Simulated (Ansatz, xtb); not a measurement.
# Relative energy of two isomers of CH7BN−

Structure a: `C[BH2-]N`, a singlet. Structure b: `[BH3-]NC`, a singlet. Both are isolated ions in the gas phase, relaxed with PBE0-D3(BJ)/def2-SVPD; the shapes shown needn't be the lowest conformers.

a (Å):

```xyz
10

C    -1.5692    0.7013    0.2090
B    -0.3923   -0.3069    0.7444
N     0.8124    0.5270    1.2816
H    -1.2143    1.3552   -0.6140
H    -1.9269    1.3733    1.0131
H    -2.4479    0.1547   -0.1820
H    -0.0706   -1.0922   -0.2030
H    -0.8279   -1.0219    1.6808
H     1.5364   -0.0792    1.6606
H     1.2636    1.0327    0.5198
```

b (Å):

```xyz
10

C    -0.1682   -0.0120    1.7851
B    -0.9967    0.6023   -0.5026
N    -0.3144   -0.4348    0.4240
H    -0.9762    0.1960   -1.6830
H    -0.4189    1.7308   -0.4567
H    -2.1827    0.7757   -0.1432
H     0.5964   -0.6880    0.0514
H    -1.1676    0.1511    2.2269
H     0.3804    0.9561    1.9181
H     0.3440   -0.7695    2.4128
```

Quicker runs give these differences E(b) − E(a): GFN2-xTB −4.9 kcal/mol; HF/STO-3G +8.5 kcal/mol (at GFN2-xTB geometries); r2SCAN-D4/def2-SVPD +12.6 kcal/mol (at GFN2-xTB geometries).

**Question.** Which of the two would you expect CCSD(T)/def2-SVPD + ΔMP2/def2-TZVPPD electronic energies to favour?

**Answer.** Structure a; the calculation gives E(b) − E(a) = +14.0 kcal/mol.

How the difference moves with the method:

```tsv
level	geometry	E(b) − E(a) (kcal/mol)	departure from the last row (kcal/mol)	job, with rough time for the two
GFN2-xTB	GFN2-xTB	−4.9	−18.9	optimisation, 0.068 s
HF/STO-3G	GFN2-xTB	+8.5	−5.5	single point, 0.16 s
r2SCAN-D4/def2-SVPD	GFN2-xTB	+12.6	−1.4	single point, 3.3 s
PBE0-D3(BJ)/def2-SVPD	PBE0-D3(BJ)/def2-SVPD	+12.4	−1.6	optimisation, 20 s
HF/def2-SVPD	PBE0-D3(BJ)/def2-SVPD	+12.0	−2.0	part of the CCSD(T) run
MP2/def2-SVPD	PBE0-D3(BJ)/def2-SVPD	+14.4	+0.4	part of the CCSD(T) run
CCSD(T)/def2-SVPD	PBE0-D3(BJ)/def2-SVPD	+13.5	−0.5	single point
CCSD(T)/def2-SVPD + ΔMP2/def2-TZVPPD	PBE0-D3(BJ)/def2-SVPD	+14.0		single point, 23 s
```

As drawn, b has 1 C–N, 1 B–H in place of 1 C–B, 1 N–H.

GFN2-xTB puts the two in the other order. The largest departure from CCSD(T)/def2-SVPD + ΔMP2/def2-TZVPPD is that of GFN2-xTB, 18.9 kcal/mol. The last row adds to CCSD(T) the change of the MP2 difference between the two basis sets, here +0.5 kcal/mol.

With harmonic frequencies from PBE0-D3(BJ)/def2-SVPD (ideal gas, rigid rotor, one conformer each, 400 K, 1 atm): the zero-point term adds −0.3 kcal/mol; ΔH is +13.4 and ΔG +14.0 kcal/mol.

The correlated steps freeze 3 core orbitals. Run with Ansatz 0.2.0, xtb 6.7.1; the last row on 2 threads of Arm Neoverse V2 on a shared host.
